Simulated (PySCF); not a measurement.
Gas-phase reaction: i-Si₄H₁₀ + 2 F₂ → 4 SiH₂F + H₂

Energies from PySCF, thermal terms from the rigid-rotor harmonic-oscillator model, ideal gas at 1 bar. † marks an energy on the PBE0/def2-TZVP geometry and frequencies; other levels use their own. MP2 and CCSD(T) freeze the core. 6-31G* has spherical d functions here. Open shells (unrestricted): SiH₂F (multiplicity 2); the rest are closed-shell singlets. B3LYP is the form with VWN-RPA correlation. SiH₂F: computed as isolated molecules; such fragments, hydroxides, amides, oligomers or adducts are transient or little studied in the gas. MP2 isn't extrapolated to the basis-set limit; its ΔH°(298 K) is -851.8 kJ in def2-SVP and -939.6 kJ in def2-TZVPP. CCSD(T) isn't extrapolated to the basis-set limit. The harmonic model lacks anharmonicity and excited electronic states, which grow with temperature; levels with a mode under 35 cm⁻¹ are left out. Internal rotation in i-Si₄H₁₀ is treated as a harmonic vibration of one conformer, which makes the entropy rough.

```
level              ΔE electronic, kJ  ΔH°(298 K), kJ  ΔS°(298 K), J/K  ΔG°(1800 K), kJ
-----------------  -----------------  --------------  ---------------  ---------------
B3LYP/6-31G*                    -782            -800              315            -1325
BLYP/def2-TZVP†                 -852            -869              317            -1398
CCSD(T)/def2-SVP†               -752            -769              317            -1298
HF/def2-TZVP†                  -1150           -1167              317            -1695
M06-2X/def2-TZVP†               -927            -944              317            -1473
MP2/def2-TZVPP†                 -922            -940              317            -1468
PBE/def2-TZVP†                  -777            -794              317            -1322
LDA/def2-TZVP†                  -733            -750              317            -1278
```
ΔH° is lowest at HF/def2-TZVP† and highest at LDA/def2-TZVP†. No reference value is set beside these.
